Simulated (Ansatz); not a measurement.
# AlBH (doublet): wave-function methods side by side at distance Al2–H3 = 3.019 Å, 6-31G

How much of the correlation energy of AlBH (doublet) does each wave-function method recover here?

The runs use Ansatz 0.2.0, Gaussian basis; 6-31G, core rule «outside noble gas», up to 6 orbitals frozen.

The runs, in order: UHF; CCSD(T) on ROHF; CCSD(T) on UHF; BCCD(T) on ROHF; CISD; CCSDT(Q) on ROHF; CCSDT(Q) on UHF; CISDTQ; CCSDTQ on ROHF; CCSDTQ on UHF; CASSCF and MRCISD+Q, 3 electrons in 3 orbitals; CASSCF and NEVPT2, 3 electrons in 3 orbitals; CASSCF and MRCISD+Q, 7 electrons in 9 orbitals; CASSCF and NEVPT2, 7 electrons in 9 orbitals; Full CI.

22 further runs of the same task are left out: 4 for a known fault of the program, 13 that didn't finish, 5 set aside as unsound or not needed.

**1. What is computed**

The geometry derives from a PBE0/def2-TZVP stationary point (not a proven minimum). One bond is set to the value named and the two fragments are kept rigid.

3 atoms, charge 0, spin multiplicity 2.

Atoms are counted from 1 here; the program's logs count them from 0.

Bond lengths: B1–Al2 2.077 Å.

**2. UHF**

in.yaml

```yaml
crystal:
  periodic: [false, false, false]
  atoms:
    - {symbol: B, position_ang: [0.000000, -0.111211, 1.540321]}
    - {symbol: Al, position_ang: [0.000000, 0.124394, -0.522928]}
    - {symbol: H, position_ang: [0.000000, -2.137061, -2.522974]}
basis:
  gaussian: {orbitals: 6-31G}
magnetization: {spin_polarized: true, initial_magnetization: 1}
hamiltonian: {xc: hf}
output: {orbitals: {seedname: orbitals}}
```

On the command line:

```sh
> ansatz run in.yaml --threads 1 --pin off --events-out ev --progress --plain --max-ram 2393MiB
```

The runs that follow: CCSD(T) on ROHF; CCSD(T) on UHF; BCCD(T) on ROHF; CISD; CCSDT(Q) on ROHF; CCSDT(Q) on UHF; CISDTQ; CCSDTQ on ROHF; CCSDTQ on UHF; CASSCF and MRCISD+Q, 3 electrons in 3 orbitals; CASSCF and NEVPT2, 3 electrons in 3 orbitals; CASSCF and MRCISD+Q, 7 electrons in 9 orbitals; CASSCF and NEVPT2, 7 electrons in 9 orbitals; Full CI.

Q: Predict the results of all the runs planned. Wanted: FCI below the RHF energy; RMP2 from FCI; UMP2 from FCI; RCCSD from FCI; RCCSD(T) from FCI; UCCSD(T) from FCI; RCCSDT(Q) from FCI; UCCSDT(Q) from FCI; NEVPT2 pair from FCI.

As calculated:

| quantity | value |
| --- | --- |
| FCI below the RHF energy | -4.2479 eV |
| RMP2 from FCI | +2197.7 meV |
| UMP2 from FCI | +1261.6 meV |
| RCCSD from FCI | +406.0 meV |
| RCCSD(T) from FCI | +76.0 meV |
| UCCSD(T) from FCI | +179.0 meV |
| RCCSDT(Q) from FCI | -9.4 meV |
| UCCSDT(Q) from FCI | -20.4 meV |
| NEVPT2 pair from FCI | +1242.8 meV |
| MRCISD+Q pair from FCI | +261.2 meV |
| NEVPT2 valence from FCI | +167.4 meV |
| levels within 1 kcal/mol (43 meV) | RCCSDT, UCCSDT, RCCSDT(Q), UCCSDT(Q), RCCSDTQ, UCCSDTQ, MRCISD valence, MRCISD+Q valence |
| T1 diagnostic | 0.162 |
| effectively unpaired electrons | 2.65 |

RCCSD(T) misses by +76.0 meV, 1.8 % of the correlation energy. CCSD(T) misses by +76.0 meV on the restricted determinant and by +179.0 meV on the unrestricted one; the two need not hold the same state or core. RCCSDT(Q), UCCSDT(Q) fall below full CI: unrestricted runs freeze a spin-polarised core, another one than full CI's, and coupled cluster isn't variational. The occupations show strong static correlation (2.7 unpaired electrons where one determinant has 1). Coupled cluster on one determinant still stays close here. Of the multireference levels listed MRCISD+Q valence comes nearest in total energy (+4.0 meV), which doesn't show that its space is the better one. Coupled cluster took another determinant than the lowest Hartree-Fock one. These misses are within one basis, not against nature; the frozen cores of restricted and unrestricted runs differ, which can shift their rows.
